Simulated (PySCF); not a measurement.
Molecule: `O=S(C=C)(=O)O`, C2H4O3S.

Bonds (- single, = double, # triple, : aromatic): C1=C2 1.329 Å, C2-S3 1.762 Å, S3=O4 1.452 Å, S3=O5 1.442 Å, S3-O6 1.624 Å. C1 carries H7, H8; C2 carries H9; O6 carries H10. H7 is cis to S3; H8 is trans to S3.

Geometry PBE0-D3(BJ)/def2-SVP throughout; GIAO in PySCF, gas phase, one conformer, non-relativistic; equivalent atoms averaged; functional PBE0.

Q: How do the shifts δ (against TMS, CS2, H2O at the same level) depend on the basis set? (ppm; last column core-seconds on shared hosts with different chips, so compare them loosely)

A: 
```
    basis set  functions     C2     C1     S3  O4/O5     O6    H9    H7    H8   H10  core-s
       STO-3G         38  112.1  107.4  -21.7  119.8   83.7  6.23  5.90  5.88  0.42     2.7
        6-31G         66  135.8  125.9  268.7  197.1  191.5  6.62  6.98  6.57  2.99     5.2
     pcSseg-0         66  151.9  143.3  336.7  237.8  208.5  6.77  7.20  6.93  2.73     4.6
       6-31G*         96  130.8  123.4  288.4  188.4  184.3  6.26  6.33  5.90  3.85       7
     def2-SVP        108  138.2  126.7  308.4  214.1  201.1  6.45  6.54  6.02  3.60     7.3
      cc-pVDZ        108  138.6  126.8  281.0  211.6  201.1  6.34  6.50  5.95  3.44     8.8
     pcSseg-1        129  145.4  135.0  310.7  230.8  217.3  6.58  6.64  6.23  4.19      11
  aug-cc-pVDZ        178  139.4  126.4  288.6  206.0  198.9  6.96  6.85  6.20  4.17      17
6-311+G(2d,p)        194  144.1  132.1  338.7  226.3  212.4  6.92  6.71  6.08  4.35      17
    def2-TZVP        216  144.3  134.1  353.1  228.9  215.0  6.85  6.71  6.12  4.27      21
      cc-pVTZ        240  142.9  132.8  317.6  221.0  210.5  6.81  6.73  6.13  4.26      26
     IGLO-III        259  148.6  136.7  345.4  233.3  217.9  6.89  6.75  6.12  4.51      27
     pcSseg-2        279  148.7  138.7  341.7  227.5  214.4  6.84  6.74  6.15  4.51      33
```

Q: Which nucleus moves most, in ppm?

A: S3 (sulfonyl sulfur): from -21.7 ppm with STO-3G to 353.1 ppm with def2-TZVP. The smallest spread is 0.73 ppm, at H9. Proton shifts span only some 12 ppm, so a few tenths of a ppm matter as much there as several ppm in carbon.

Q: Taking the largest basis, pcSseg-2 (279 functions), as the yardstick, rank the others by their worst heavy-atom deviation.

A: IGLO-III 5.9 ppm (259 functions), 6-311+G(2d,p) 6.6 ppm (194 functions), pcSseg-0 10.3 ppm (66 functions), def2-TZVP 11.3 ppm (216 functions), cc-pVTZ 24.2 ppm (240 functions), pcSseg-1 31.0 ppm (129 functions), def2-SVP 33.3 ppm (108 functions), aug-cc-pVDZ 53.2 ppm (178 functions), 6-31G* 53.3 ppm (96 functions), cc-pVDZ 60.7 ppm (108 functions), 6-31G 73.0 ppm (66 functions), STO-3G 363.4 ppm (38 functions).

A small basis that lands close on one nucleus may do so by chance; judge by the trend and by all nuclei.
